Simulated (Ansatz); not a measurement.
A ladder of methods for BH3Cl− (SMILES [H][B-]([H])([H])Cl)

BH3Cl− has 5 atoms, charge -1, and is taken as a singlet. As SMILES, `[H][B-]([H])([H])Cl`. The coordinates come from a GFN2-xTB relaxation.

```xyz
5

B    -0.0013    0.0016   -0.1670
Cl    0.0136   -0.0211    1.7073
H     1.1523    0.0114   -0.5222
H    -0.5866    1.0057   -0.4970
H    -0.5780   -0.9976   -0.5211
```

Each level gives the energy change with the B1–H3 bond stretched from 1.207 to 3.018 Å (eV). The values are calculated.

```json
{"level": "revPBE/STO-3G (restricted)", "kind": "GGA", "program": "Ansatz", "value (eV)": "5.97", "less FCI/STO-3G": "+0.24"}
{"level": "B3LYP/STO-3G (restricted)", "kind": "global hybrid", "program": "Ansatz", "value (eV)": "6.59", "less FCI/STO-3G": "+0.86"}
{"level": "BHLYP/STO-3G (restricted)", "kind": "global hybrid", "program": "Ansatz", "value (eV)": "7.52", "less FCI/STO-3G": "+1.79"}
{"level": "PBE0/STO-3G (restricted)", "kind": "global hybrid", "program": "Ansatz", "value (eV)": "6.93", "less FCI/STO-3G": "+1.20"}
{"level": "CAM-B3LYP/STO-3G (restricted)", "kind": "range-separated hybrid", "program": "Ansatz", "value (eV)": "7.21", "less FCI/STO-3G": "+1.48"}
{"level": "wB97X/STO-3G (restricted)", "kind": "range-separated hybrid", "program": "Ansatz", "value (eV)": "7.45", "less FCI/STO-3G": "+1.72"}
{"level": "B2PLYP/STO-3G (restricted)", "kind": "double hybrid", "program": "Ansatz", "value (eV)": "6.63", "less FCI/STO-3G": "+0.90"}
{"level": "CCSD/STO-3G (restricted)", "kind": "coupled cluster or CI", "program": "Ansatz", "value (eV)": "5.83", "less FCI/STO-3G": "+0.10"}
{"level": "FCI/STO-3G", "kind": "exact in the basis", "program": "Ansatz", "value (eV)": "5.73", "less FCI/STO-3G": "0.00"}
```

FCI/STO-3G is exact within its basis and frozen core, so for wave-function methods in that basis the difference is their error; functionals converge differently with the basis, so for them it is only a difference. Sets without diffuse functions describe the anion poorly. The first shape isn't each level's own minimum. The values span 5.73 to 7.52 eV. All rows use very small basis sets, so even the best lies far from the true value.
